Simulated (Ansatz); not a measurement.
# BSiN (triplet): wave-function methods side by side, def2-TZVPP

One table from this session's results is given with a row withheld; the runs are named, their logs left out.

The runs use Ansatz 0.2.0, Gaussian basis; def2-TZVPP, core rule «outside noble gas», up to 7 orbitals frozen.

Plan: UHF; ROHF; CCSD(T) on UHF.

2 further runs of the same task are left out: 2 set aside as unsound or not needed.

### The geometry

The geometry is a PBE0/def2-TZVP stationary point (not a proven minimum).

3 atoms, charge 0, spin multiplicity 3.

Atoms are counted from 1 here; the program's logs count them from 0.

Bond lengths: B1–Si2 1.862 Å, Si2–N3 1.606 Å. Angles: B1–Si2–N3 180.0°.

Geometry (Å):

```xyz
3

B     0.0000    0.0000    1.7768
Si    0.0000    0.0000   -0.0855
N     0.0000    0.0000   -1.6913
```

Set-up of the first run:

File in.yaml:

```yaml
crystal:
  periodic: [false, false, false]
  atoms:
    - {symbol: B, position_ang: [0.000000, 0.000000, 1.776800]}
    - {symbol: Si, position_ang: [0.000000, 0.000000, -0.085500]}
    - {symbol: N, position_ang: [0.000000, 0.000000, -1.691300]}
basis:
  gaussian: {orbitals: def2-TZVPP}
magnetization: {spin_polarized: true, initial_magnetization: 2}
hamiltonian: {xc: hf}
output: {orbitals: {seedname: orbitals}}
```

On the command line:

```console
ansatz run in.yaml --threads 1 --pin off --events-out ev --progress --plain --max-ram 2816MiB --backend cpu
```

Steps of the session up to this table: UHF; ROHF; CCSD(T) on UHF.

One of the session's tables, all rows but one given; the rest of the session is left out.

```
  method  from UCCSD(T) (kJ/mol)
    ROHF                 +1091.6
     UHF                  +961.3
    UMP2                  +163.9
   UCCSD                       ?
UCCSD(T)                       0
```

**Question.** Estimate the row for UCCSD.

As computed: from UCCSD(T) (kJ/mol): +67.4. In the column «from UCCSD(T) (kJ/mol)» it lies between UCCSD(T) (0) and UMP2 (+163.9).

With the free atoms at the same levels and basis (separate runs), the atomisation energy is 5.184 eV at UCCSD(T), 1.146 eV at ROHF.

To keep in mind: The determinant is far from a pure spin state, so its energy mixes those of several spin states (harmless only where they are near-degenerate, as at dissociation).
